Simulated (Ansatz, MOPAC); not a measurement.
Barrier height from H + H2O (SMILES O) to the transition structure H3O, without zero-point energy, on the benchmark's geometries as Psi4's copy of the set gives them.
Transition structure (charge 0, multiplicity 2):
```xyz
4

O     -0.30106    -0.10805    -0.00001
H     -0.42795     0.85157     0.00002
H      1.01549    -0.10037     0.00012
H      1.82097     0.11319    -0.00007
```
Reactant (charge 0, multiplicity 1):
```xyz
3

O      0.00000     0.00000    -0.06555
H      0.00000    -0.75671     0.52018
H      0.00000     0.75671     0.52018
```

Open shells are unrestricted; no spin–orbit coupling.

Cores are frozen in the correlated methods. CBS: X⁻³ extrapolation of the correlation energy, Hartree–Fock from the larger set. The state that AM1, PM3, PM6, PM7 reach isn't checked; PM7 holds dispersion and hydrogen-bond terms.

Programs: Ansatz (Gaussian basis) for Hartree–Fock, density functionals and correlated methods; MOPAC for AM1, PM3, PM6, PM7 (differences of heats of formation). Values without a source in brackets are computed.

Other levels give for the barrier height: PBE/def2-TZVPPD 13.56; B3LYP/def2-TZVPPD 13.28; wB97M-V/def2-TZVPPD 19.19; MP2/CBS(aug-cc-pVTZ, aug-cc-pVQZ) + ΔCCSD(T)/aug-cc-pVTZ 21.34 kcal/mol.

Question: What do these common cheap choices give for the same quantity: AM1, PM3, PM6, PM7?

Answer: AM1 16.03; PM3 4.86; PM6 -12.31; PM7 -15.76 kcal/mol. They span -15.76 to 16.03 kcal/mol.

The set's own value is 21.2 kcal/mol (Zhao et al., J. Phys. Chem. A 109, 2012 (2005), HTBH38), an estimate for the real system.

Ansatz is a program for electronic structure.
